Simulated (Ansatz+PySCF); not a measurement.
**singlet C₂H₂: levels of theory in one basis**

| atom | x (Å) | y (Å) | z (Å) |
| --- | --- | --- | --- |
| C | 0.0000 | 0.0000 | -0.6043 |
| C | 0.0000 | 0.0000 | 0.6043 |
| H | 0.0000 | 0.0000 | -1.6792 |
| H | 0.0000 | 0.0000 | 1.6792 |

Basis set: def2-SVP (spherical functions). Left uncorrelated: 2 orbitals. Charge 0, multiplicity 1.

Computed with Ansatz (development build ahead of 0.2.0); each method stands on the lowest determinant of its kind that the runs found. NEVPT2 correlates all electrons. Active spaces start from the frontier orbitals, and the lowest solution found is given.

```tsv
method	E − E(RHF) (eV)	<S²> of the determinant
RHF	0.00	0.00
RHF-MP2	-7.00	–
RHF-CCSD	-7.45	–
RHF-CCSD(T)	-7.75	–
CASSCF(4,4)	-1.90	–
CASSCF(2,2)	-0.65	–
SC-NEVPT2(4,4)	-7.12	–
```

Q: What does SC-NEVPT2(2,2) give on the same scale?

A: -7.19 eV. NEVPT2 here correlates all electrons, so it doesn't share the others' frozen core.

Q: Is a single determinant a sound starting point here?

A: By this sign, yes. Unrestricted orbitals gain 0.00 eV and <S²> is 0.00 against 0.00 for a pure state. The CASSCF(4,4) natural occupations are 1.94, 1.94, 0.06, 0.06. The CASSCF(2,2) natural occupations are 1.94, 0.06.
